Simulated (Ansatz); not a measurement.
System: sulfur dioxide, SO2, charge 0, multiplicity 1. SMILES: O=S=O
Coordinates optimised at B3LYP-D3(BJ)/def2-TZVP (Ansatz, a program for electronic structure):
```
S
O 1 1.4386
O 1 1.4386 2 118.87
```

Wanted: enthalpy of formation at 298 K, in kcal/mol. Set-up: UHF or UKS for open shells; LANL2DZ with its own core potentials from Na on; six Cartesian d functions in 6-31G* and its kin unless marked 5d; spin-orbit terms left out; 6-311+G** with 5d, 6d on Na to Ar in Ansatz; non-relativistic; no dispersion term unless named. Ab initio and DFT rows: single points at B3LYP-D3(BJ) geometries (Ansatz), with unscaled harmonic terms from B3LYP/6-31G* at its own minima, enthalpies of formation by atomisation with measured atoms.

Measured values: G2/97 table in ASE (Curtiss et al.); they hold spin-orbit and core effects, anharmonicity. 

Value to compare with, the measured value: -71.0 kcal/mol.

| level | program | enthalpy of formation at 298 K (kcal/mol) | error |
|---|---|---|---|
| B3LYP/STO-3G | Ansatz | 72.9 | 143.9 |
| B3LYP/3-21G | Ansatz | 68.4 | 139.4 |
| B3LYP/LANL2DZ | Ansatz | 97.4 | 168.4 |
| B3LYP/6-31G | Ansatz | 91.6 | 162.6 |
| B3LYP/6-31G* | Ansatz | -38.5 | 32.5 |
| B3LYP/6-31+G* | Ansatz | -36.0 | 35.0 |
| B3LYP/def2-SVP | Ansatz | -37.9 | 33.1 |
| B3LYP/cc-pVDZ | Ansatz | -24.3 | 46.7 |
| B3LYP/6-311+G** | Ansatz | -33.0 | 38.0 |
| B3LYP/def2-TZVPD | Ansatz | -63.0 | 8.0 |

Among the 9 habitual levels, B3LYP/LANL2DZ lies farthest from the measured value (168.4 kcal/mol); 9 of 9 lie above it, and their mean absolute error is 88.8 kcal/mol, the median 46.7. One case shows no general order.

The sets are all those run for this method; runs whose electronic state is in doubt are left out.
